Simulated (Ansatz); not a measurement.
Two isomers of C5H7F: A = `C=CC(=C)CF`, B = `C=C=C(F)CC`.

Gas-phase electronic energies from Ansatz, PBE0-D4/def2-TZVP geometries. CBS: MP2 limit from def2 TZ/QZ plus the TZ coupled-cluster correction, frozen cores. DFT in def2-TZVPP. B3LYP here is the variant with VWN-RPA as its local correlation; programs differ in this. Each species was taken in one conformer, which may not be the lowest.

A:

Z-matrix (Å, degrees):
```
C
F 1 1.376
C 1 1.496 2 111.9
H 1 1.096 2 107.8 3 -121.7
H 1 1.096 2 107.8 3 121.7
C 3 1.457 1 117.3 2 -179.9
C 3 1.333 1 121.5 2 0.1
C 6 1.332 3 126.1 1 0.0
H 6 1.087 3 115.0 1 -180.0
H 7 1.084 3 120.5 1 180.0
H 7 1.082 3 121.5 1 -0.0
H 8 1.084 6 122.7 3 0.0
H 8 1.083 6 120.9 3 180.0
```

B:

```xyz
13

C    -0.720    2.257    1.427
C    -0.755    1.171    0.715
C    -0.753    0.096   -0.020
F    -1.816   -0.742    0.016
C     0.324   -0.366   -0.936
C     0.920   -1.705   -0.519
H    -1.101    3.200    1.044
H    -0.316    2.263    2.436
H    -0.099   -0.445   -1.945
H     1.094    0.407   -0.971
H     0.152   -2.478   -0.472
H     1.679   -2.026   -1.236
H     1.389   -1.633    0.464
```

(1) Which is lower in electronic energy at CCSD(T)/CBS, and by how much? (Estimate.)

(2) Give E(B) − E(A) in kcal/mol with PBE0-D4, MP2/def2-TZVPP, ωB97M-V, B2PLYP, HF/def2-TZVPP, B3LYP, CCSD/def2-TZVPP. (Best estimate.)

Largest T1 diagnostic: 0.012.

## Answers

(1) Ansatz gave: A, by 14.5 kcal/mol.

(2) Computed: PBE0-D4 12.1, MP2/def2-TZVPP 14.6, ωB97M-V 12.3, B2PLYP 13.1, HF/def2-TZVPP 15.7, B3LYP 11.8, CCSD/def2-TZVPP 14.1. None reverses the order clearly.

From PBE to PBE0 (25 % exact exchange), in def2-TZVPP and without D4, E(B) − E(A) moves by +1.5 kcal/mol. In def2-TZVPP, CCSD(T) changes the Hartree–Fock value by −1.6 kcal/mol (the triples alone add +0.0 kcal/mol) and MP2 by −1.1 kcal/mol.
